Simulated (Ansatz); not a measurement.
## HAsSi, singlet: vertical spin and charge gaps

Geometry (PBE0/def2-TZVP stationary point for this spin, not checked as a minimum):

```xyz
3

Si    0.0000   -0.0264    1.5591
As    0.0000   -0.0077   -0.5892
H     0.0000    1.3116    0.3547
```

Basis cc-pVDZ; Ansatz 0.2.0. Correlated methods freeze the noble-gas cores and the filled d shells of p-block atoms. Prefix R: restricted or restricted open-shell reference. Active spaces: valence = (10e, 9o) chosen from the atoms' valence shells. No spin–orbit coupling is included, and no scalar relativity.

Gaps are energies of the second state less the first, at fixed atoms, for a selection of the levels run; each method lands on the state that its own search finds for that charge and spin.

HF rows are the lowest solutions found. Coupled cluster chose its determinant by trial CCSD, here up to 0.57 eV above the lowest Hartree–Fock solution of its kind, and MP2 stands on that determinant too. The largest doubles amplitude grows up the series, to 0.33: the determinant mixes near-degenerate terms, and the last step may understate the doubt.

Triplet less singlet: 2.429 eV at RCCSDTQ.

```
                 level  gap (eV)  error (meV)
                 RCCSD     2.489           60
               BCCD(T)     2.464           35
                RCCSDT     2.442           13
             RCCSDT(Q)     2.433            4
CASSCF (valence space)     2.468           39
NEVPT2 (valence space)     2.448           19
MRCISD (valence space)     2.456           27
                   PBE     2.270         -159
                 B3LYP     2.425           -4
               wB97M-V     2.603          174
```

Removing an electron, to the doublet: 8.802 eV at RCCSDTQ.

| level | gap (eV) | error (meV) |
| --- | --- | --- |
| RHF | 7.882 | -920 |
| RMP2 | 8.856 | 54 |
| CISD | 8.549 | -253 |
| RCCSD | 8.699 | -103 |
| RCCSDT | 8.790 | -12 |
| CASSCF (valence space) | 8.176 | -626 |
| NEVPT2 (valence space) | 8.694 | -108 |
| MRCISD (valence space) | 8.723 | -79 |
| wB97M-V | 8.807 | 5 |
| B2PLYP | 8.880 | 78 |

In so small a basis the reference is far from its limit while semilocal and hybrid functionals are nearer theirs (RPA and double hybrids share much of the reference's basis error), so the functionals' errors here hold much of the reference's basis and frozen-core error, which can add to them or hide them.

Full CI isn't at hand for all of this; RCCSDTQ serves as the reference, and is uncertain by about the last step of the cluster series.
